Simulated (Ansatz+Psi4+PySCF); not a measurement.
Results of a calculation; reference values are marked as such.
This PySCF input gave a total energy of -93.25341 hartree.

```python
from pyscf import gto, scf, mp

mol = gto.M(atom="""
C 0.000000 0.000000 -0.511750
N 0.000000 0.000000 0.664460
H 0.000000 0.000000 -1.580750
""", basis='cc-pvtz', charge=0, spin=0)
mf = scf.RHF(mol)
mf.kernel()
pt = mp.MP2(mf, frozen=2).run()
print(mf.e_tot, pt.e_corr, pt.e_tot)
```

(1) Write an input for Ansatz with the same method and basis set.

Answers

(1)

```yaml
crystal:
  periodic: [false, false, false]
  atoms:
    - { symbol: C, position_ang: [0.0, 0.0, -0.51175] }
    - { symbol: "N", position_ang: [0.0, 0.0, 0.66446] }
    - { symbol: H, position_ang: [0.0, 0.0, -1.58075] }
basis:
  gaussian: { orbitals: cc-pVTZ }
hamiltonian:
  xc: hf
correlation:
  method: mp2
  frozen_orbitals: { C: 1, H: 0, "N": 1 }
scf:
  omitted_lower_state_checks: [stability, starts, atomic_configurations, cluster_reference, orbital_swaps, given_window_search, neighbouring_geometries, increment]
```

Ansatz (development build ahead of 0.2.0) gave -93.25341 hartree, 0.03 meV from the first.
